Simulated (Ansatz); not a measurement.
What does this script print? It uses Ansatz 0.2.0 through its Python package.

The script, `torsion_ch6bs.py`:
```python
"""Energy of CH6BS(-) as one group turns about a bond."""

import ansatz as az
from ase import Atoms

BASIS = "6-31G*"
XC = "hf"
CHARGE = -1
FMAX = 0.02

atoms = Atoms(["B", "S", "C", "H", "H", "H", "H", "H", "H"], positions=[
    (1.3656, 0.0692, 0.048),
    (-0.0375, 0.8796, -0.9422),
    (-1.3697, -0.0265, -0.0939),
    (1.3543, -1.1101, -0.1219),
    (1.2357, 0.3092, 1.2079),
    (2.4095, 0.5052, -0.3242),
    (-1.3615, 0.2044, 0.992),
    (-2.3454, 0.2885, -0.5172),
    (-1.2509, -1.1195, -0.2484),
])

# start the scan from a relaxed geometry
first = az.Crystal.molecule_from_ase(atoms).calculation()
first = first.basis(gaussian=BASIS).functional(XC)
first = first.charge(CHARGE).relax(force_tolerance=FMAX, max_steps=80)
atoms.positions = first.run(threads=1, backend="cpu").report["positions_ang"]

start = atoms.get_dihedral(2, 1, 0, 3)
energies = {}
for turn in range(0, 121, 20):
    turned = atoms.copy()
    turned.set_dihedral(2, 1, 0, 3, start + turn, indices=[0, 3, 4, 5])
    job = (
        az.Crystal.molecule_from_ase(turned).calculation()
        .basis(gaussian=BASIS)
        .functional(XC)
        .charge(CHARGE)
    )
    energies[round((start + turn) % 360)] = job.run(threads=1, backend="cpu").report["free_energy_ev"]
floor = min(energies.values())
print("dihedral C2-S1-B0-H3 (deg)   E - E(min) (kJ/mol)")
for angle, e in sorted(energies.items()):
    print(f"{angle:8d} {96.485332 * (e - floor):14.3f}  " + "#" * int(30 * (e - floor) / max(max(energies.values()) - floor, 1e-9)))
```

```console
$ python torsion_ch6bs.py
dihedral C2-S1-B0-H3 (deg)   E - E(min) (kJ/mol)
      60          0.000
      80          2.278  #######
     100          6.998  #####################
     120          9.704  ##############################
     140          7.891  ########################
     160          3.570  ###########
     180          1.104  ###
```

Notes:
- The scan is rigid and the energies are electronic, in a modest basis. With rigid groups the curve can differ much from the relaxed path, the start wasn't checked as a minimum of this torsion, and equivalent turns needn't return to the same energy.
- Anions want diffuse functions, which this basis lacks.
- Wall time of the script: 9.2 s on 1 thread of Intel(R) Xeon(R) Platinum 8488C (Sapphire Rapids), on a shared host, peak memory 0.2 GiB.
